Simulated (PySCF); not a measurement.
What binds to ammonia, and how strongly

Gas-phase complexes of ammonia, each in one structure from a short search with a few starts, optimised by PBE0-D3(BJ)/def2-TZVPD; other ways of binding may lie lower. Energies in kcal/mol, wB97M-D3(BJ)/def2-TZVPD, counterpoise-corrected (PySCF): interaction is complex less parts frozen as they stand in it, binding adds what it costs to deform them. Contacts are written partner···ammonia; electrostatic, Pauli and orbital are terms of the uncorrected same energy, whose rest is dispersion or correlation.

2 other partners are left out, for which the search missed the form known or expected to bind best.

Frequency runs check only 4 of the 7 structures; these show no clear imaginary mode.

**Question.** Order these partners of ammonia by binding energy, strongest first: bromide, sulfur difluoride, K+, sulfur dioxide, cyanide, hydrogen fluoride, fluoromethane.

**Answer.** K+ (-19.4), hydrogen fluoride (-12.7), cyanide (-8.7), bromide (-7.1), sulfur difluoride (-6.6), sulfur dioxide (-6.1), fluoromethane (-2.0).
| partner | contact | distance (Å) | binding | interaction | electrostatic | Pauli | orbital |
| --- | --- | --- | --- | --- | --- | --- | --- |
| K+ | K···N | 2.78 | -19.4 | -19.6 | -22.8 | 9.3 | -5.6 |
| hydrogen fluoride | H···N | 1.63 | -12.7 | -13.8 | -24.3 | 25.8 | -14.8 |
| cyanide | N···H | 2.01 | -8.7 | -9.0 | -12.8 | 11.0 | -6.8 |
| bromide | Br···H | 2.55 | -7.1 | -7.4 | -9.6 | 7.1 | -4.3 |
| sulfur difluoride | S···N | 2.40 | -6.6 | -7.9 | -31.2 | 43.4 | -18.9 |
| sulfur dioxide | S···N | 2.52 | -6.1 | -6.4 | -25.2 | 34.9 | -14.7 |
| fluoromethane | H···N | 2.52 | -2.0 | -1.9 | -3.0 | 2.4 | -0.9 |
